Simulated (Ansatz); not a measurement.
**Breaking a bond in CF3 (SMILES F[C](F)F)**

CF3: 4 atoms, total charge 0, spin state doublet. SMILES: `F[C](F)F`. The coordinates come from a PBE0-D4/def2-TZVP relaxation.

```xyz
4

F    -1.2275    0.0249    0.2654
C    -0.0395   -0.0595   -0.2867
F     0.6589   -1.0449    0.2273
F     0.6081    1.0795   -0.2059
```

The C2–F4 distance is scanned; the parts on either side stay rigid. Basis STO-3G, 4 core orbitals frozen in the correlated methods; program Ansatz 0.2.0. FCI is exact within this basis and core. Energies in eV from each method's value at 1.313 Å; open shells run as named. The shape above is that at 1.313 Å.

```tsv
distance (Å)	USVWN5	UB3LYP	UBHLYP	UMP2	UBCCD(T)	UCCSDT(Q)	FCI
1.313	0.00	0.00	0.00	0.00	0.00	0.00	0.00
1.641	0.67	0.58	0.97	1.05	0.63	0.60	0.60
1.969	2.54	2.33	2.68	2.53	2.11	2.06	2.06
2.625	4.58	3.50	3.36	2.60	2.41	2.41	2.42
3.282	4.94	3.63	3.43	2.61	2.42	2.42	2.42
```

Departure from the FCI curve at its largest: USVWN5 +2.52 eV at 3.28 Å; UB3LYP +1.21 eV at 3.28 Å; UBHLYP +1.01 eV at 3.28 Å; UMP2 +0.47 eV at 1.97 Å; UBCCD(T) +0.05 eV at 1.97 Å; UCCSDT(Q) within 0.005 eV. For the functionals part of the departure is owed to the small basis.
